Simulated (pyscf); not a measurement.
CH₄ (SMILES C) + H₃C–AlH–F (SMILES [CH3][AlH][F]) → H₃C–Al(CH₃)–F (SMILES [CH3][Al]([CH3])[F]) + H₂ (SMILES [H][H]), a four-centre exchange (singlet surface; C–H, Al–H broken, Al–C, H–H formed). Structures and frequencies: ωB97X-D3(BJ)/def2-SVP in PySCF. Energies in kcal/mol from the separated reactants.

Small-basis levels: PySCF, no dispersion term, spherical d functions. 

Problem. In single points HF/6-31G* puts the saddle at 58.4 kcal/mol and the reaction energy at +12.8 kcal/mol. Should these be trusted to within a few kcal/mol? Compare with ωB97M-D3(BJ)/def2-TZVP.

Solution. ωB97M-D3(BJ)/def2-TZVP gives ΔE‡ = 35.0 kcal/mol and ΔE = +5.4 kcal/mol. HF/6-31G* lies 23.4 kcal/mol over it in the barrier and 7.4 kcal/mol over it in the reaction energy, so on this step it does not hold to within 3.0 kcal/mol. ωB97M-D3(BJ)/def2-TZVP has limits of its own. On the reactant side the descent ends in a complex, 4.1 kcal/mol under the separated species and 37.8 kcal/mol under the saddle at ωB97X-D3(BJ)/def2-TZVP. At the saddle there is also a short Al–H contact that neither side keeps. This is the saddle that the search found; another between the same sides may lie lower.
